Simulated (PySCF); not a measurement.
Species: methyl formate, C₂H₄O₂.
Geometry (GFN2-xTB, Å), atoms numbered from 1 in this order:
```xyz
8
C2H4O2 angstrom
C     -1.034   -0.089   -0.055
O      0.216   -0.665    0.321
C      1.309    0.041    0.097
O      1.379    1.126   -0.399
H     -1.570   -0.821   -0.657
H     -0.865    0.826   -0.625
H     -1.601    0.135    0.849
H      2.177   -0.543    0.444
```

Computed, not measured: delta-SCF UKS SCAN, pcX-2 on the ionised atom, pcseg-1 elsewhere, spin-free X2C (PySCF 2.14.0). Every row has its own mixed basis.

```json
{"ionised atom": "C1", "basis functions": "107", "E(ground) (Eh)": "-229.08502", "E(ionised) (Eh)": "-218.32379"}
{"ionised atom": "C3", "basis functions": "107", "E(ground) (Eh)": "-229.09077", "E(ionised) (Eh)": "-218.24996"}
{"ionised atom": "O2", "basis functions": "107", "E(ground) (Eh)": "-229.11243", "E(ionised) (Eh)": "-209.26742"}
{"ionised atom": "O4", "basis functions": "107", "E(ground) (Eh)": "-229.11052", "E(ionised) (Eh)": "-209.33159"}
```

**Question.** Turn these total energies into binding energies.

**Answer.** E(ionised) − E(ground), at 27.2114 eV a hartree:

| atom | environment | difference (Eh) | binding energy (eV) |
| --- | --- | --- | --- |
| C1 | methoxy carbon | 10.76123 | 292.83 |
| C3 | ester carbonyl carbon | 10.84081 | 294.99 |
| O2 | ester single-bonded oxygen | 19.84501 | 540.01 |
| O4 | ester carbonyl oxygen | 19.77893 | 538.21 |

**Question.** How much do the ground-state energies differ, and what would follow from using one of them for all holes?

**Answer.** They run from -229.1124 Eh (core basis on O2) to -229.0850 Eh (on C1), 0.0274 Eh or 0.75 eV apart, for one and the same state in different bases and grids. Pairing the ion of C1 with the ground state of O2 would put its binding energy 0.75 eV too high.

Only 1s holes are shown. Geometry: GFN2-xTB, one conformer, isolated molecule.

On one thread, x86-64 server (shared host), this took 12 s of wall time.
